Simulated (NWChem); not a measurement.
Program: NWChem. System: OS, charge 0, spin multiplicity 3, at a geometry optimised with UB3LYP/def2-SVP. The structure started from a generated list of species. Its SCF solution wasn't tested for a lower state. Level: UHF/def2-TZVP.

Input file:

```
start mol
memory heap 200 mb stack 900 mb global 1100 mb
geometry units angstroms nocenter noautoz
  O      0.000000     0.000000     1.008883
  S      0.000000     0.000000    -0.504442
  symmetry group C2v
end
basis spherical
  * library def2-tzvp
end
scf
  uhf
  nopen 2
  maxiter 100
  thresh 1e-7
  semidirect memsize 60000000 filesize 0
  # guess.movecs holds the orbitals of an unrestricted PBE0 run
  vectors input guess.movecs output mol.movecs
end
task scf energy
```

NWChem printed:

```
             Northwest Computational Chemistry Package (NWChem) 7.3.0
             --------------------------------------------------------

                                NWChem Input Module
                                -------------------

 Scaling coordinates for geometry "geometry" by  1.889725989
 (inverse scale =  0.529177249)

 Turning off AUTOSYM since
 SYMMETRY directive was detected!

                             Geometry "geometry" -> ""
                             -------------------------

 Output coordinates in angstroms (scale by  1.889725989 to convert to a.u.)

  No.       Tag          Charge          X              Y              Z
 ---- ---------------- ---------- -------------- -------------- --------------
    1 O                    8.0000     0.00000000     0.00000000     1.00888300
    2 S                   16.0000     0.00000000     0.00000000    -0.50444200

 Effective nuclear repulsion energy (a.u.)      44.7588507901

            Nuclear Dipole moment (a.u.)
            ----------------------------
        X                 Y               Z
 ---------------- ---------------- ----------------
     0.0000000000     0.0000000000    -0.0000151178

      Symmetry information
      --------------------

 Group name             C2v
 Group number             16
 Group order               4
 No. of unique centers     2

      Symmetry unique atoms

     1    2


 Summary of "ao basis" -> "" (spherical)
 ------------------------------------------------------------------------------
       Tag                 Description            Shells   Functions and Types
 ---------------- ------------------------------  ------  ---------------------
 *                         def2-tzvp                  on all atoms

 Summary of "ao basis" -> "ao basis" (spherical)
 ------------------------------------------------------------------------------
       Tag                 Description            Shells   Functions and Types
 ---------------- ------------------------------  ------  ---------------------
 O                         def2-tzvp                11       31   5s3p2d1f
[...]
   Bfn.  Coefficient  Atom+Function         Bfn.  Coefficient  Atom+Function
  ----- ------------  ---------------      ----- ------------  ---------------
    49      0.615377  2 S  px                12     -0.393230  1 O  px
    46      0.322966  2 S  px                 6     -0.261378  1 O  px
     9     -0.220959  1 O  px                43      0.183592  2 S  px

 Vector   14  Occ=0.000000D+00  E= 1.619812D-01  Symmetry=a1
              MO Center= -4.0D-17,  3.7D-17, -6.8D-01, r^2= 3.5D+00
   Bfn.  Coefficient  Atom+Function         Bfn.  Coefficient  Atom+Function
  ----- ------------  ---------------      ----- ------------  ---------------
     5      1.615307  1 O  s                 51     -1.574540  2 S  pz
    36     -1.536450  2 S  s                 14     -0.768197  1 O  pz
    48     -0.307474  2 S  pz                11     -0.221223  1 O  pz
     8     -0.154446  1 O  pz

 center of mass
 --------------
 x =   0.00000000 y =   0.00000000 z =   0.00035212

 moments of inertia (a.u.)
 ------------------
          87.191121647118           0.000000000000           0.000000000000
           0.000000000000          87.191121647118           0.000000000000
           0.000000000000           0.000000000000           0.000000000000

  Mulliken analysis of the total density
  --------------------------------------

    Atom       Charge   Shell Charges
 -----------   ------   -------------------------------------------------------
    1 O    8     8.37   0.79  1.18  0.60  0.98  0.33  1.76  1.92  0.77  0.00  0.03  0.00
    2 S   16    15.63   2.01  0.49  1.48  1.11  0.81  4.17  1.70  0.84  1.99  0.78  0.08  0.14  0.03

  Mulliken analysis of the alpha density
  --------------------------------------

    Atom       Charge   Shell Charges
 -----------   ------   -------------------------------------------------------
    1 O    8     4.57   0.40  0.59  0.32  0.51  0.15  1.12  1.14  0.34  0.00  0.01  0.00
    2 S   16     8.43   1.00  0.24  0.74  0.57  0.40  2.11  0.83  0.54  1.34  0.53  0.04  0.07  0.01

   Mulliken analysis of the beta density
   -------------------------------------

    Atom       Charge   Shell Charges
 -----------   ------   -------------------------------------------------------
    1 O    8     3.80   0.40  0.59  0.28  0.48  0.18  0.64  0.78  0.43  0.00  0.02  0.00
    2 S   16     7.20   1.00  0.24  0.74  0.54  0.42  2.06  0.86  0.30  0.65  0.25  0.04  0.07  0.02

   Mulliken analysis of the spin density
   -------------------------------------

    Atom       Charge   Shell Charges
 -----------   ------   -------------------------------------------------------
    1 O    8     0.76   0.00 -0.00  0.03  0.03 -0.03  0.47  0.36 -0.09 -0.00 -0.01 -0.00
    2 S   16     1.24   0.00  0.00 -0.00  0.03 -0.02  0.04 -0.03  0.24  0.70  0.28  0.01 -0.00 -0.00

       Multipole analysis of the density wrt the origin
       ------------------------------------------------

     L   x y z        total         alpha         beta         nuclear
     -   - - -        -----         -----         ----         -------
     0   0 0 0     -0.000000    -13.000000    -11.000000     24.000000

     1   1 0 0      0.000000     -0.000000      0.000000      0.000000
     1   0 1 0     -0.000000     -0.000000     -0.000000      0.000000
     1   0 0 1     -0.786007     -0.236349     -0.549642     -0.000015

     2   2 0 0    -13.068557     -7.855478     -5.213079      0.000000
     2   1 1 0      0.000000      0.000000      0.000000      0.000000
     2   1 0 1      0.000000     -0.000000      0.000000      0.000000
     2   0 2 0    -13.068557     -7.855478     -5.213079      0.000000
     2   0 1 1     -0.000000     -0.000000     -0.000000      0.000000
     2   0 0 2    -13.690598    -31.739726    -25.568376     43.617504

 Task  times  cpu:        0.6s     wall:        0.6s

 Total times  cpu:        0.6s     wall:        0.6s
```
